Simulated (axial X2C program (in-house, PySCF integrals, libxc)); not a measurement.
HF⁺: a run with one poor setting

Computed with an axial X2C code built on PySCF integrals. Two-component (2c) means X2C with spin–orbit coupling and atomic mean-field two-electron Coulomb and Gaunt terms. Basis: F dyall-v3z [6s5p2d1f], H dyall-v3z [6s2p1d] (cores contracted in-house); Gaussian nuclei, density fitting, unrestricted open shells. Masses: F 18.998 u, H 1.008 u.

One setting of this run was spoiled on purpose, so its numbers are not properties of HF⁺. Level: PBE0, 2c; state Ω = 3/2 (⟨Sz⟩ = 0.50, ⟨Lz⟩ = 1.00 at PBE0).

```tsv
R (Å)	E − E(lowest point) (eV)	SCF iterations
0.881	0.3831	8
0.922	0.1635	7
0.952	0.0663	7
0.983	0.0148	7
1.013	0.0000	2
1.048	0.0193	7
1.084	0.0688	7
1.129	0.1650	8
1.185	0.3156	8
1.266	0.5703	9
```

Fit: Re 1.012 Å, ωe 3005.9 cm⁻¹, residual 0.023 microhartree, De 3.14 eV.

Output at the reference distance:

```
two-component X2C + atomic mean field  PBE0
basis functions 55  fitting functions 163  grid points 4338
iter        total energy     max residual
   1        -99.893672255     9.69e-06
   2        -99.893672255     2.14e-06
converged
one-electron -143.99705325  Coulomb 49.68721227  exact exchange -2.50029156  xc functional -7.77815428  nuclear repulsion 4.70147571  atomic mean-field constant -0.00686115
```

Question: Which setting was spoiled?
A. virtual space cut too low
B. too few iterations allowed
C. density fitting set too sparse
D. an excited determinant was followed
E. integration grid too coarse

Answer: C. Density fitting set too sparse: ratio 6 between fitting exponents against the usual 2.
